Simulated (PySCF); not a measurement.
PySCF input (CCSD(T)/cc-pVDZ):

```python
from pyscf import gto, scf, mp, cc as ccmod

mol = gto.M(
    atom='''
    F    -0.00000000   -0.00000000   -1.00770435
    Cl    0.00000000    0.00000000    0.53349054
    ''',
    basis='cc-pvdz',
    charge=1,
    spin=1,
    symmetry='C2v',
    verbose=4,
)

mf = scf.UHF(mol)
mf.conv_tol = 1e-10
mf.max_cycle = 100
mf.kernel()
mp2 = mp.MP2(mf, frozen=6).run()
cc = ccmod.CCSD(mf, frozen=6)
cc.max_cycle = 100
cc.kernel()
et = cc.ccsd_t()
print(f'E(CCSD(T)) = {cc.e_tot + et:.9f}')
```

Output:

```
PySCF version 2.14.0

[INPUT] verbose = 4
[INPUT] num. atoms = 2
[INPUT] num. electrons = 25
[INPUT] charge = 1
[INPUT] spin (= nelec alpha-beta = 2S) = 1
[INPUT] symmetry C2v subgroup None
[INPUT] Mole.unit = angstrom
[INPUT] Symbol           X                Y                Z      unit          X                Y                Z       unit  Magmom
[INPUT]  1 F      0.000000000000   0.000000000000  -1.007704350000 AA    0.000000000000   0.000000000000  -1.904285236033 Bohr   0.0
[INPUT]  2 Cl     0.000000000000   0.000000000000   0.533490540000 AA    0.000000000000   0.000000000000   1.008151010646 Bohr   0.0

nuclear repulsion = 52.5333387724637
point group symmetry = Coov, use subgroup C2v
symmetry origin: [0.00000000e+00 0.00000000e+00 2.18045315e-09]
symmetry axis x: [1. 0. 0.]
symmetry axis y: [0. 1. 0.]
symmetry axis z: [0. 0. 1.]
num. orbitals of irrep A1 = 16
num. orbitals of irrep A2 = 2
num. orbitals of irrep B1 = 7
num. orbitals of irrep B2 = 7
number of shells = 10
number of NR pGTOs = 67
number of NR cGTOs = 32
basis = cc-pvdz
ecp = {}

******** <class 'pyscf.scf.uhf_symm.SymAdaptedUHF'> ********
method = SymAdaptedUHF
initial guess = minao
damping factor = 0
level_shift factor = 0
DIIS = <class 'pyscf.scf.diis.CDIIS'>
diis_start_cycle = 1
diis_space = 8
diis_damp = 0
SCF conv_tol = 1e-10
SCF conv_tol_grad = None
SCF max_cycles = 100
direct_scf = True
direct_scf_tol = 1e-13
number electrons alpha = 13  beta = 12
Freeze 0 electrons in irreps []
    25 free electrons in irreps A1 A2 B1 B2
Set gradient conv threshold to 1e-05
init E= -559.041779811984
alpha HOMO (B1) = -0.380986612024267  LUMO (A1) = -0.0837809705464485
beta  HOMO (B1) = -0.380986612024267  LUMO (B1) = -0.380986612024267

WARN: HOMO -0.380986612024267 >= LUMO -0.380986612024267

WARN: alpha-B1 HOMO -0.380986612024267 > system LUMO -0.380986612024267

WARN: alpha-B2 HOMO -0.380986612024267 > system LUMO -0.380986612024267

WARN: beta-B1 HOMO -0.380986612024267 > system LUMO -0.380986612024267

WARN: beta-B2 LUMO -0.380986612024267 < system HOMO -0.380986612024267

cycle= 1 E= -558.316630000458  delta_E= 0.725  |g|=  0.4  |ddm|= 1.11
alpha HOMO (B1) = -0.941702827850922  LUMO (A1) = -0.34039366115006
beta  HOMO (B1) = -0.91957728550248  LUMO (B2) = -0.501180921661375
  HOMO = -0.919577285502  LUMO = -0.501180921661  gap/eV = 11.38514
cycle= 2 E= -558.393180543196  delta_E= -0.0766  |g|= 0.118  |ddm|= 0.457
alpha HOMO (B1) = -0.873466515633973  LUMO (A1) = -0.265358029432639
beta  HOMO (B1) = -0.850857117382952  LUMO (B2) = -0.415131549246436
  HOMO = -0.850857117383  LUMO = -0.415131549246  gap/eV = 11.85670
cycle= 3 E= -558.399127654561  delta_E= -0.00595  |g|= 0.0522  |ddm|= 0.0986
alpha HOMO (B1) = -0.870414204698333  LUMO (A1) = -0.254879610236257
beta  HOMO (B1) = -0.848228874313304  LUMO (B2) = -0.405871480682329
  HOMO = -0.848228874313  LUMO = -0.405871480682  gap/eV = 12.03716
cycle= 4 E= -558.400527911761  delta_E= -0.0014  |g|= 0.0194  |ddm|= 0.0351
alpha HOMO (B1) = -0.870970596375955  LUMO (A1) = -0.253611631471663
beta  HOMO (B1) = -0.848650361829793  LUMO (B2) = -0.40059029187683
  HOMO = -0.84865036183  LUMO = -0.400590291877  gap/eV = 12.19234
cycle= 5 E= -558.401303563207  delta_E= -0.000776  |g|= 0.0122  |ddm|= 0.0301
alpha HOMO (B1) = -0.871663222154047  LUMO (A1) = -0.253166432649389
beta  HOMO (B1) = -0.848888542991332  LUMO (B2) = -0.399089285371983
  HOMO = -0.848888542991  LUMO = -0.399089285372  gap/eV = 12.23966
cycle= 6 E= -558.401784522692  delta_E= -0.000481  |g|= 0.00599  |ddm|= 0.0316
alpha HOMO (B1) = -0.870901190215672  LUMO (A1) = -0.251536873765909
beta  HOMO (B1) = -0.847750636016122  LUMO (B2) = -0.397155468370643
  HOMO = -0.847750636016  LUMO = -0.397155468371  gap/eV = 12.26132
cycle= 7 E= -558.401914847842  delta_E= -0.00013  |g|= 0.00138  |ddm|= 0.0232
alpha HOMO (B1) = -0.870977528144533  LUMO (A1) = -0.251504958436158
beta  HOMO (B1) = -0.84796675768145  LUMO (B2) = -0.397520356674024
  HOMO = -0.847966757681  LUMO = -0.397520356674  gap/eV = 12.25727
cycle= 8 E= -558.401918310088  delta_E= -3.46e-06  |g|= 0.000758  |ddm|= 0.00256
alpha HOMO (B1) = -0.870919082950306  LUMO (A1) = -0.251359000787777
beta  HOMO (B1) = -0.848011803822914  LUMO (B2) = -0.397399983252167
  HOMO = -0.848011803823  LUMO = -0.397399983252  gap/eV = 12.26177
cycle= 9 E= -558.401919854497  delta_E= -1.54e-06  |g|= 0.000508  |ddm|= 0.0017
alpha HOMO (B1) = -0.870891402105233  LUMO (A1) = -0.251271117996519
beta  HOMO (B1) = -0.848047076021777  LUMO (B2) = -0.397417743292207
  HOMO = -0.848047076022  LUMO = -0.397417743292  gap/eV = 12.26225
cycle= 10 E= -558.401921079964  delta_E= -1.23e-06  |g|= 0.000248  |ddm|= 0.00221
alpha HOMO (B1) = -0.870891867362298  LUMO (A1) = -0.251190100780047
beta  HOMO (B1) = -0.848025176876045  LUMO (B2) = -0.397390025854471
  HOMO = -0.848025176876  LUMO = -0.397390025854  gap/eV = 12.26241
cycle= 11 E= -558.401921401078  delta_E= -3.21e-07  |g|= 6.8e-05  |ddm|= 0.00159
alpha HOMO (B1) = -0.87088934799125  LUMO (A1) = -0.251174919751618
beta  HOMO (B1) = -0.848008094328609  LUMO (B2) = -0.397386215396896
  HOMO = -0.848008094329  LUMO = -0.397386215397  gap/eV = 12.26205
cycle= 12 E= -558.401921411439  delta_E= -1.04e-08  |g|= 1.63e-05  |ddm|= 0.000255
alpha HOMO (B1) = -0.870894520323474  LUMO (A1) = -0.251177126817053
beta  HOMO (B1) = -0.848011426341067  LUMO (B2) = -0.397387522939767
  HOMO = -0.848011426341  LUMO = -0.39738752294  gap/eV = 12.26210
cycle= 13 E= -558.401921411795  delta_E= -3.57e-10  |g|= 5.71e-06  |ddm|= 3.22e-05
alpha HOMO (B1) = -0.870893481980516  LUMO (A1) = -0.251176693681787
beta  HOMO (B1) = -0.848010377094825  LUMO (B2) = -0.397387079457839
  HOMO = -0.848010377095  LUMO = -0.397387079458  gap/eV = 12.26208
cycle= 14 E= -558.401921411842  delta_E= -4.63e-11  |g|= 1.33e-06  |ddm|= 1.02e-05
alpha HOMO (B1) = -0.870893638121465  LUMO (A1) = -0.251176946025985
beta  HOMO (B1) = -0.848010627704042  LUMO (B2) = -0.397387385774005
  HOMO = -0.848010627704  LUMO = -0.397387385774  gap/eV = 12.26208
Extra cycle  E= -558.401921411844  delta_E= -2.16e-12  |g|= 6.92e-07  |ddm|= 1.32e-06
converged SCF energy = -558.401921411844  <S^2> = 0.75946508  2S+1 = 2.0094428

******** <class 'pyscf.mp.ump2.UMP2'> ********
nocc = (np.int64(7), np.int64(6)), nmo = (26, 26)
frozen orbitals 6
E(UMP2) = -558.712338290744  E_corr = -0.310416878900291
E(SCS-UMP2) = -558.702995761922  E_corr = -0.301074350078339
E_corr(same-spin) = -0.0824145053100115
E_corr(oppo-spin) = -0.22800237359028

******** <class 'pyscf.cc.uccsd.UCCSD'> ********
CC2 = 0
CCSD nocc = (np.int64(7), np.int64(6)), nmo = (26, 26)
frozen orbitals 6
max_cycle = 100
direct = 0
conv_tol = 1e-07
conv_tol_normt = 1e-06
diis_space = 6
diis_start_cycle = 0
diis_start_energy_diff = 1e+09
Init t2, MP2 energy = -0.310416881220004
Init E_corr(UCCSD) = -0.31041688122041
cycle = 1  E_corr(UCCSD) = -0.315100409622293  dE = -0.0046835284  norm(t1,t2) = 0.0916811
cycle = 2  E_corr(UCCSD) = -0.32625646111587  dE = -0.0111560515  norm(t1,t2) = 0.0308971
cycle = 3  E_corr(UCCSD) = -0.326427698030516  dE = -0.000171236915  norm(t1,t2) = 0.0275636
cycle = 4  E_corr(UCCSD) = -0.330073007912249  dE = -0.00364530988  norm(t1,t2) = 0.0183852
cycle = 5  E_corr(UCCSD) = -0.330044466888766  dE = 2.85410235e-05  norm(t1,t2) = 0.00710381
cycle = 6  E_corr(UCCSD) = -0.329862963369344  dE = 0.000181503519  norm(t1,t2) = 0.00150007
cycle = 7  E_corr(UCCSD) = -0.329953915625497  dE = -9.09522562e-05  norm(t1,t2) = 0.000562595
cycle = 8  E_corr(UCCSD) = -0.329946118827319  dE = 7.79679818e-06  norm(t1,t2) = 0.000157902
cycle = 9  E_corr(UCCSD) = -0.329943638496601  dE = 2.48033072e-06  norm(t1,t2) = 5.98208e-05
cycle = 10  E_corr(UCCSD) = -0.329943310755856  dE = 3.27740745e-07  norm(t1,t2) = 2.01342e-05
cycle = 11  E_corr(UCCSD) = -0.329943741777181  dE = -4.31021325e-07  norm(t1,t2) = 7.21802e-06
cycle = 12  E_corr(UCCSD) = -0.32994361149863  dE = 1.30278551e-07  norm(t1,t2) = 3.2537e-06
cycle = 13  E_corr(UCCSD) = -0.329943562240684  dE = 4.92579454e-08  norm(t1,t2) = 9.23137e-07
UCCSD converged
E(UCCSD) = -558.7318649740845  E_corr = -0.3299435622406841
UCCSD(T) correction = -0.0083127549003994
E(CCSD(T)) = -558.740177729
```
